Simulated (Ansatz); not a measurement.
## Other spins and charges of HCN, singlet at one geometry

Geometry (PBE0/def2-TZVP stationary point for this spin, not checked as a minimum):

```xyz
3

N     0.0000    0.0000    1.1200
C     0.0000    0.0000   -0.0256
H     0.0000    0.0000   -1.0944
```

Basis cc-pVDZ; Ansatz 0.2.0. Only valence electrons are correlated (noble-gas cores frozen). Prefix R: restricted or restricted open-shell reference; prefix U: unrestricted. Active spaces: valence = (10e, 9o) chosen from the atoms' valence shells.

Gaps are energies of the second state less the first, at fixed atoms, for a selection of the levels run; each method lands on the state that its own search finds for that charge and spin.

Removing an electron, to the doublet: 13.540 eV at UCCSDTQ.

| level | gap (eV) | error (meV) |
| --- | --- | --- |
| RHF | 12.115 | -1425 |
| UHF | 12.054 | -1486 |
| RMP2 | 13.850 | 310 |
| UMP2 | 13.857 | 317 |
| CISD | 13.236 | -304 |
| RCCSD | 13.439 | -101 |
| UCCSD | 13.437 | -103 |
| RCCSD(T) | 13.546 | 6 |
| UCCSD(T) | 13.546 | 6 |
| BCCD(T) | 13.547 | 7 |
| RCCSDT | 13.528 | -12 |
| UCCSDT | 13.527 | -13 |
| RCCSDT(Q) | 13.545 | 5 |
| UCCSDT(Q) | 13.544 | 4 |
| RCCSDTQ | 13.540 | 0 |
| CASSCF (valence space) | 12.794 | -746 |
| NEVPT2 (valence space) | 13.413 | -127 |
| MRCISD (valence space) | 13.481 | -59 |
| MRCISD+Q (valence space) | 13.541 | 1 |
| PBE0 | 13.611 | 71 |
| B3LYP | 13.667 | 127 |
| wB97M-V | 13.553 | 13 |
| B2PLYP | 13.668 | 128 |

In so small a basis the reference is far from its limit while semilocal and hybrid functionals are nearer theirs (RPA and double hybrids share much of the reference's basis error), so the functionals' errors here hold much of the reference's basis and frozen-core error, which can add to them or hide them.

Full CI isn't at hand for all of this; UCCSDTQ serves as the reference, and is uncertain by about the last step of the cluster series. The frozen core follows each run's orbitals, which can shift R against U totals by a few meV.
